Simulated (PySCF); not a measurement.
| atom | x (Å) | y (Å) | z (Å) |
| --- | --- | --- | --- |
| C | 0.0000 | 0.0000 | 0.0000 |
| H | 1.0773 | 0.0000 | 0.0000 |
| H | -0.5387 | 0.9330 | 0.0000 |
| H | -0.5387 | -0.9330 | 0.0000 |

Basis set: cc-pVTZ (spherical functions). Left uncorrelated: 1 orbital. Charge 1, multiplicity 1.

Starred EOM-CCSD(T)(a) on the restricted Hartree–Fock determinant with PySCF 2.14.0; the energies are vertical.

Problem. The solver was asked for the few lowest roots only. Give the electron affinities of singlet CH₃(+) among them whose weight of singles is over 0.7 (positive where the electron binds).

Solution.

| root | energy (eV) | weight of singles |
| --- | --- | --- |
| 1 | 9.73 | 0.96 |
| 2 | 2.96 | 0.99 |
| 3 | 1.13 | 0.97 |
| 4 | 1.13 | 0.97 |

Higher main lines weren't sought.
